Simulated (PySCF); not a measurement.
**PySCF run on LiN**

The script input.py:

```python
from pyscf import gto, scf, solvent

mol = gto.M(
    atom='Li 0 0 0; N 0 0 1.843',
    basis='def2-svpd',
    charge=0,
    spin=2,
    verbose=4,
)
mf = scf.ROHF(mol)
mf = solvent.PCM(mf)
mf.with_solvent.eps = 20.5
mf.kernel()
mf.analyze()
print('orbital energies (hartree):', mf.mo_energy[..., max(0, mol.nelec[1]-3):mol.nelec[0]+3].round(4))
```

```bash
$ OMP_NUM_THREADS=1 python input.py
```

The log (some set-up lines and the per-cycle HOMO/LUMO lines with their warnings removed):

```
PySCF version 2.14.0

[INPUT] Symbol           X                Y                Z      unit          X                Y                Z       unit  Magmom
[INPUT]  1 Li     0.000000000000   0.000000000000   0.000000000000 AA    0.000000000000   0.000000000000   0.000000000000 Bohr   0.0
[INPUT]  2 N      0.000000000000   0.000000000000   1.843000000000 AA    0.000000000000   0.000000000000   3.482765247573 Bohr   0.0

nuclear repulsion = 6.02969149718936
number of shells = 14
number of NR pGTOs = 49
number of NR cGTOs = 32
basis = def2-svpd
ecp = {}

******** <class 'pyscf.solvent._attach_solvent.PCMROHF'> ********
method = PCMROHF
initial guess = minao
damping factor = 0
level_shift factor = 0
DIIS = <class 'pyscf.scf.diis.CDIIS'>
SCF conv_tol = 1e-09
SCF max_cycles = 50
num. doubly occ = 4  num. singly occ = 2
******** <class 'pyscf.solvent.pcm.PCM'> (In testing) ********

WARN: PCM is an experimental feature. It is still in testing.
Features and APIs may be changed in the future.

lebedev_order = 29 (302 grids per sphere)
eps = 20.5
frozen = False
PCM E_diel = -0.00104343235369557
Solvent Energy = -0.00104343235369557
init E= -61.214023438948
PCM E_diel = -0.0313895160946114
Solvent Energy = -0.0313895160946114
cycle= 1 E= -61.7821022411678  delta_E= -0.568  |g|= 0.107  |ddm|= 1.08
PCM E_diel = -0.0359121066262209
Solvent Energy = -0.0359121066262209
cycle= 2 E= -61.7900625702434  delta_E= -0.00796  |g|= 0.0548  |ddm|= 0.191
PCM E_diel = -0.0345171431730575
Solvent Energy = -0.0345171431730575
cycle= 3 E= -61.7892959844325  delta_E= 0.000767  |g|= 0.0448  |ddm|= 0.21
PCM E_diel = -0.0369114937213016
Solvent Energy = -0.0369114937213016
cycle= 4 E= -61.7924356901828  delta_E= -0.00314  |g|= 0.0079  |ddm|= 0.135
PCM E_diel = -0.0372076973838053
Solvent Energy = -0.0372076973838053
cycle= 5 E= -61.7925196411611  delta_E= -8.4e-05  |g|= 0.00329  |ddm|= 0.0358
PCM E_diel = -0.0374256394276848
Solvent Energy = -0.0374256394276848
cycle= 6 E= -61.7925370531947  delta_E= -1.74e-05  |g|= 0.0011  |ddm|= 0.0183
PCM E_diel = -0.0374297509132257
Solvent Energy = -0.0374297509132257
cycle= 7 E= -61.7925392355025  delta_E= -2.18e-06  |g|= 0.000384  |ddm|= 0.00452
PCM E_diel = -0.037457928444507
Solvent Energy = -0.037457928444507
cycle= 8 E= -61.7925394224242  delta_E= -1.87e-07  |g|= 5.36e-05  |ddm|= 0.000922
PCM E_diel = -0.0374576831253208
Solvent Energy = -0.0374576831253208
cycle= 9 E= -61.7925394269133  delta_E= -4.49e-09  |g|= 1.53e-05  |ddm|= 0.000159
PCM E_diel = -0.0374585251888432
Solvent Energy = -0.0374585251888432
cycle= 10 E= -61.7925394271841  delta_E= -2.71e-10  |g|= 2.66e-06  |ddm|= 4.21e-05
PCM E_diel = -0.0374585383067857
Solvent Energy = -0.0374585383067857
Extra cycle  E= -61.7925394271905  delta_E= -6.48e-12  |g|= 1.17e-06  |ddm|= 1.06e-05
converged SCF energy = -61.7925394271905
**** SCF Summaries ****
Total Energy =                         -61.792539427190547
Nuclear Repulsion Energy =               6.029691497189365
One-electron Energy =                  -96.818724032847115
Two-electron Energy =                   29.033951646773989
Two-electron Coulomb Energy =           37.483888946781256
DFT Exchange-Correlation Energy =       -8.449937300007267
**** MO energy ****
                Roothaan           | alpha              | beta
MO #1   energy= -15.4905958110547  | -15.5142729163538  | -15.4669187057555  occ= 2
MO #2   energy= -2.43213081600076  | -2.43236833288887  | -2.43189329911266  occ= 2
MO #3   energy= -0.843676312024492 | -0.96907524920216  | -0.718277374846826 occ= 2
MO #4   energy= -0.342986225626545 | -0.373587651456415 | -0.312384799796681 occ= 2
MO #5   energy= -0.0932621445476578 | -0.430290725901737 | 0.24376628416997   occ= 1
MO #6   energy= -0.0932621445476531 | -0.430290725901738 | 0.24376628416997   occ= 1
MO #7   energy= 0.0269667885295171 | 0.0262217852060286 | 0.0277117918529987 occ= 0
MO #8   energy= 0.0663172794661745 | 0.0631120211544922 | 0.0695225555291951 occ= 0
MO #9   energy= 0.0663172794661791 | 0.0631120211544929 | 0.0695225555291958 occ= 0
[23 lines left out]
 ** Mulliken pop on meta-lowdin orthogonal AOs  **
 ** Mulliken pop  **
pop of  0 Li 1s           1.99952
pop of  0 Li 2s           0.11004
pop of  0 Li 3s           0.01016
pop of  0 Li 2px          0.00782
pop of  0 Li 2py          0.00782
pop of  0 Li 2pz          0.00666
pop of  0 Li 3px          0.00023
pop of  0 Li 3py          0.00023
pop of  0 Li 3pz          0.02003
pop of  0 Li 4px          0.00005
pop of  0 Li 4py          0.00005
pop of  0 Li 4pz          0.00295
[20 lines left out]
 ** Mulliken atomic charges  **
charge of    0Li =      0.83442
charge of    1N =     -0.83442
Dipole moment(X, Y, Z, Debye): -0.00000,  0.00000, -8.14576
orbital energies (hartree): [-2.4321 -0.8437 -0.343  -0.0933 -0.0933  0.027   0.0663  0.0663]
```

In short: E(SCF) = -61.792539 Eh, 10 cycles, μz(SCF) = -8.15 D.

Hardware: Intel Xeon 6975P-C, 1 thread, shared host. Wall time 0.97 s.

The bond length is a typed value, not an optimised one. No search for the lowest solution was made.
